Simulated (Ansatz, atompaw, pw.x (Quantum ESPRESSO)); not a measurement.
**F: one change to the PAW (atompaw) potential, in the atom and in the bcc crystal**

```
Element                 : F
Generator               : atompaw 4.2.0.5
Type                    : PAW
Functional              : PBEsol
Relativity              : scalar-relativistic
Frozen core             : [He]
Valence charge          : 7
Reference configuration : 2s1 2p6
Partial waves           : 2s (bound): rc 0.70 bohr; 2s channel at -0.45 Ry: rc 0.70 bohr; 2p (bound): rc 1.65 bohr; 2p channel at 0.4 Ry: rc 1.65 bohr
Local potential         : troulliermartins scheme with l = 2 at 0 Ry, radius 1.30 bohr
Core correction         : smooth core density matched at 1.20 bohr
Augmentation charge     : sinc compensation charge, radius 1.30 bohr; PAW radius 1.65 bohr; waves and projectors: custom rrkj gramschmidtortho
```

Change: all radii scaled by about 1.19 (s 0.84, p 1.96 bohr); local potential troulliermartins scheme with l = 2 at 0 Ry, radius 1.56 bohr; augmentation sinc compensation charge, radius 1.56 bohr; PAW radius 1.96 bohr; waves and projectors: custom rrkj gramschmidtortho; core correction smooth core density matched at 1.44 bohr.

Cutoffs, loose and tight: the cutoffs (Ry, on a coarse ladder) from which the occupation-weighted sum of valence levels, in a spherical-Bessel basis at the reference potential, stays within 10 and 1 mRy of its value at 400 Ry. They see the waves, projectors and local potential, not the compensation charge or the core.

Crystal test: bcc F in pw.x 7.5, no spin, 17³ k-points, Fermi–Dirac smearing 0.01 Ry, cutoffs set for each file from its atomic test. The reference is all-electron LAPW (Ansatz 0.2.0) with the same functional, mesh and smearing; V0 and B0 come from Birch–Murnaghan fits to the pressures at five volumes. Errors are pseudo minus all-electron; Δ is the rms difference of the E(V) curves that follow from these fits, minima aligned, over ±6 % about the mean V0. Mesh and smearing are coarse, so the numbers serve the comparison and aren't converged zero-temperature values; the lattice is a test structure that the element need not adopt.

All-electron: a0 = 2.651 Å (V0 = 9.31 Å³/atom), B0 = 66.5 GPa.

**Question.** Does the change bring the crystal closer to the all-electron result?

**Answer.** The mean pressure error goes from -0.10 to -1.27 GPa, so the change moves the solid further from the all-electron pressures. At 80 % of its cutoff the pressure of the base moves by -1.43 GPa.

| quantity | base | changed |
| --- | --- | --- |
| outcome (atom) | generated | generated |
| cutoff, loose (atom) | 50 Ry | 21 Ry |
| cutoff, tight (atom) | 80 Ry | 35 Ry |
| bound ghosts (atom) | none | none |
| cutoffs in pw.x (Ry) | 100/900 | 45/450 |
| a0 (Å) | 2.649 | 2.633 |
| a0 error (%) | -0.05 | -0.66 |
| B0 error (%) | +0.2 | +2.2 |
| Δ (meV/atom) | 0.2 | 2.7 |
| mean pressure error (GPa) | -0.10 | -1.27 |

Changed file: This is a poor potential for the solid.
